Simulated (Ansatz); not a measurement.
C$_{4}$H$_{5}$N, SMILES `CC1=NC=C1` from Hartree–Fock to CCSD(T)

Cartesian coordinates in Å:
```
C -0.135 1.577 0.013
C -0.185 0.114 0.120
N -1.028 -0.630 0.734
C -0.196 -1.806 0.225
C 0.685 -1.052 -0.416
H 0.812 1.952 0.415
H -0.968 2.022 0.557
H -0.174 1.880 -1.038
H -0.383 -2.857 0.406
H 1.572 -1.200 -1.015
```

The species carries charge 0 and has multiplicity 1. All single points use the PBE0-D4/def2-TZVP geometry. Frozen core, restricted reference, Ansatz 0.2.0. CBS rows extrapolate triple and quadruple zeta; past MP2 they add the triple-zeta difference.

| basis | HF (Eh) | MP2 corr. | CCSD corr. | (T) | CCSD(T) total |
| --- | --- | --- | --- | --- | --- |
| def2-SVP | -208.53590 | ? | ? | -0.03037 | ? |
| def2-TZVPP | ? | -0.83628 | ? | -0.04431 | ? |
| def2-QZVPP | -208.78395 | -0.89026 | – | – | – |
| CBS(def2) | -208.78524 | -0.93024 | -0.95965 | as TZ | -209.78920 |

Question: Fill in the withheld values. (An estimate is asked.)

Answer: Computed: def2-SVP MP2 corr.: -0.68953; def2-SVP CCSD corr.: -0.73176; def2-SVP CCSD(T) total: -209.29803; def2-TZVPP HF (Eh): -208.77456; def2-TZVPP CCSD corr.: -0.86568; def2-TZVPP CCSD(T) total: -209.68455.
